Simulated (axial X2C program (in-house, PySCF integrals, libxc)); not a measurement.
**Linear SiOH⁺ at several levels**

How do method and spin–orbit coupling move the bonds and stretches of SiOH⁺, held linear?

The runs use an in-house X2C program for linear molecules on PySCF integrals; all-electron X2C, two-component (2c) or spin-free, Si dyall-v3z, O dyall-av3z, H dyall-v3z.

All values are calculated.

1 further run of the same task is left out (set aside as unsound or not needed).

## (1) Input

task.json

```json
{
 "zs": [
  14,
  8,
  1
 ],
 "q": 1,
 "bas": [
  "dyall-v3z",
  "dyall-av3z",
  "dyall-v3z"
 ],
 "r0": [
  1.79,
  0.96
 ],
 "symm": 0,
 "scan": [
  "PBE0",
  "HF",
  "r2SCAN"
 ],
 "levels": [
  "PBE0",
  "HF",
  "r2SCAN"
 ],
 "nst": 2
}
```

Keys: zs atomic numbers; q charge; bas basis sets; r0 starting distance in Å; symm equal bonds; scan levels of the two-bond scan (MP2 follows by itself at each HF point); levels methods; nst determinants followed.

Run with:

```
$ python solin.py task.json out
```

Masses Si 27.977, O 15.995, H 1.008 u.

## (2) Scan at PBE0, 2c

State: Ω = 0 (all partner blocks equally filled). Energies above the lowest point, from the job's result record:

```
r(Si–O) (Å)  r(O–H) (Å)  E (meV)
     1.5073      0.9409    52.92
     1.5073      0.9650    39.30
     1.5073      0.9891    55.20
     1.5460      0.9409    13.81
     1.5460      0.9650     0.00
     1.5460      0.9891    15.73
     1.5460      1.0132    56.40
     1.5846      0.9409    48.69
     1.5846      0.9650    34.69
     1.5846      0.9891    50.25
     1.6233      0.9650   128.90
     1.6233      1.0132   184.65
```

A quadratic surface with cubic terms in each bond gives the minimum at 1.546 and 0.964 Å, force constants 7.94, 8.22 and coupling -0.03 mdyn/Å.

## (3) Scan at HF, 2c

State: Ω = 0 (all partner blocks equally filled). Energies above the lowest point, from the job's result record:

```
r(Si–O) (Å)  r(O–H) (Å)  E (meV)
     1.5073      0.9409     0.00
     1.5073      0.9650    10.44
     1.5073      0.9891    50.56
     1.5460      0.9409     3.03
     1.5460      0.9650    13.37
     1.5460      0.9891    53.42
     1.5460      1.0132   118.53
     1.5846      0.9409    80.78
     1.5846      0.9650    91.04
     1.5846      0.9891   131.02
     1.6233      0.9650   228.93
     1.6233      1.0132   333.88
```

A quadratic surface with cubic terms in each bond gives the minimum at 1.525 and 0.945 Å, force constants 8.9, 9.25 and coupling -0.01 mdyn/Å.

## (4) Scan at r2SCAN, 2c

State: Ω = 0 (all partner blocks equally filled). Energies above the lowest point, from the job's result record:

| r(Si–O) (Å) | r(O–H) (Å) | E (meV) |
| --- | --- | --- |
| 1.5073 | 0.9409 | 60.98 |
| 1.5073 | 0.9650 | 44.74 |
| 1.5073 | 0.9891 | 57.71 |
| 1.5460 | 0.9409 | 16.50 |
| 1.5460 | 0.9650 | 0.00 |
| 1.5460 | 0.9891 | 12.73 |
| 1.5460 | 1.0132 | 50.11 |
| 1.5846 | 0.9409 | 45.82 |
| 1.5846 | 0.9650 | 29.06 |
| 1.5846 | 0.9891 | 41.55 |
| 1.6233 | 0.9650 | 117.64 |
| 1.6233 | 1.0132 | 166.84 |

A quadratic surface with cubic terms in each bond gives the minimum at 1.549 and 0.966 Å, force constants 7.8, 8.01 and coupling -0.04 mdyn/Å.

## (5) Comparison

| level | r(Si–O) (Å) | r(O–H) (Å) | lower stretch (cm⁻¹) | upper stretch (cm⁻¹) |
| --- | --- | --- | --- | --- |
| PBE0, 2c | 1.546 | 0.964 | 1126.4 | 3845.0 |
| HF, 2c | 1.525 | 0.945 | 1192.5 | 4077.4 |
| r2SCAN, 2c | 1.549 | 0.966 | 1116.4 | 3796.1 |
| MP2, 2c | 1.552 | 0.967 | 1118.2 | 3811.2 |
| PBE0, spin-free | 1.546 | 0.964 | 1126.3 | 3844.8 |
| HF, spin-free | 1.525 | 0.945 | 1192.4 | 4077.5 |
| r2SCAN, spin-free | 1.549 | 0.966 | 1116.3 | 3796.0 |
| MP2, spin-free | 1.552 | 0.967 | 1118.1 | 3811.1 |

Scans not shown above were run alike.

In words: Over the levels the Si–O bond spans 1.525 to 1.552 Å and the O–H bond 0.945 to 0.967 Å. At PBE0 spin–orbit coupling leaves both bonds unchanged to 0.001 Å. Each state is one determinant, the lowest of a limited PBE0 search; the stretches come from a fit to few points and are good to some per cent at best. MP2 freezes inner shells (threshold -2 hartree). The molecule was held linear; bending was not examined, so a bent shape may lie lower.
